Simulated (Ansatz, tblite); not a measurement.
# The cluster Ca3+: a ladder of methods and basis sets

One table from this session's results is given with a row withheld; the runs are named, their logs left out.

Method: as each input shows; program: Ansatz 0.2.0, Gaussian basis.

The runs, in order: GFN1-xTB, GFN2-xTB, PBE/def2-TZVP, r2SCAN/def2-TZVP, LC-ωPBE/def2-TZVP, r2SCANh/def2-TZVP, LDA/def2-TZVP, B2PLYP/def2-TZVP, PBE-QIDH/def2-TZVP, PBE/def2-SVP, PBE0/def2-SVP, CCSD(T)/def2-TZVPP, MP2/def2-TZVP, RPA/def2-TZVP.

1 further run of the same task is left out (set aside as unsound or not needed). Runs told in other sessions of the task aren't counted.

## The relaxed structure

The geometry is that of the doublet, from an earlier relaxation (PBE0/def2-TZVP). At that level it is the lowest of the isomers that a small search found.

3 atoms, charge 1, spin multiplicity 2.

Bond lengths: Ca1–Ca3 3.725 Å, Ca2–Ca3 3.725 Å. Angles: Ca1–Ca3–Ca2 71.1°.

The ion is computed in the gas phase, without counter-ions or solvent.

PBE0/def2-TZVP was run before; its log isn't repeated, and its numbers join the tables.

Set-up of the first run:

Tight binding, by tblite at 300 K electronic temperature and without a spin-polarisation term:

```python
tblite.interface.Calculator('GFN1-xTB', numbers, positions, charge=1, uhf=1).singlepoint()
```

Tight binding, by tblite at 300 K electronic temperature and without a spin-polarisation term:

```python
tblite.interface.Calculator('GFN2-xTB', numbers, positions, charge=1, uhf=1).singlepoint()
```

start.molden holds the orbitals of an earlier run on this state, given as this run's starting guess.

Contents of in.yaml:

```yaml
crystal:
  periodic: [false, false, false]
  atoms:
    - {symbol: Ca, position_ang: [-1.744368, 1.620735, 0.211141]}
    - {symbol: Ca, position_ang: [1.598388, -0.318435, -1.748606]}
    - {symbol: Ca, position_ang: [0.145980, -1.302309, 1.537466]}
basis:
  gaussian: {orbitals: def2-TZVP, initial_orbitals: start.molden}
total_charge: 1
magnetization: {spin_polarized: true, initial_magnetization: 1}
hamiltonian: {xc: pbe}
scf: {omitted_lower_state_checks: [starts]}
output: {orbitals: {seedname: orbitals}}
```

The run is started by

```sh
$ ansatz run in.yaml --threads 4 --pin off --events-out ev --progress --plain --max-ram 3916MiB
```

Among the steps run: PBE/def2-TZVP; r2SCAN/def2-TZVP; LC-ωPBE/def2-TZVP; r2SCANh/def2-TZVP; LDA/def2-TZVP; B2PLYP/def2-TZVP; PBE-QIDH/def2-TZVP; PBE/def2-SVP; PBE0/def2-SVP; CCSD(T)/def2-TZVPP; MP2/def2-TZVP; RPA/def2-TZVP.

One of the session's tables, all rows but one given; the rest of the session is left out.

It belongs to the step «Levels side by side». 

```
            level  HOMO (eV)  LUMO (eV)  gap (eV)
    LDA/def2-TZVP      -6.94      -6.52      0.41
     PBE/def2-SVP      -6.85      -6.31      0.53
    PBE/def2-TZVP      -6.82      -6.27      0.55
 r2SCAN/def2-TZVP      -6.79      -5.79      1.00
r2SCANh/def2-TZVP      -7.01      -5.64      1.37
    PBE0/def2-SVP          ?          ?         ?
   PBE0/def2-TZVP      -7.33      -5.71      1.61
LC-ωPBE/def2-TZVP      -8.68      -4.03      4.65
```

**Question.** Estimate the row for PBE0/def2-SVP.

The run gave: HOMO (eV): -7.34; LUMO (eV): -5.75; gap (eV): 1.60. In the column «HOMO (eV)» it lies between LC-ωPBE/def2-TZVP (-8.68) and PBE0/def2-TZVP (-7.33).

Caveats from the session: Doubts: large T1 diagnostic, spin contamination. Notes on CCSD(T)/def2-TZVPP: large T1 diagnostic, spin contamination.
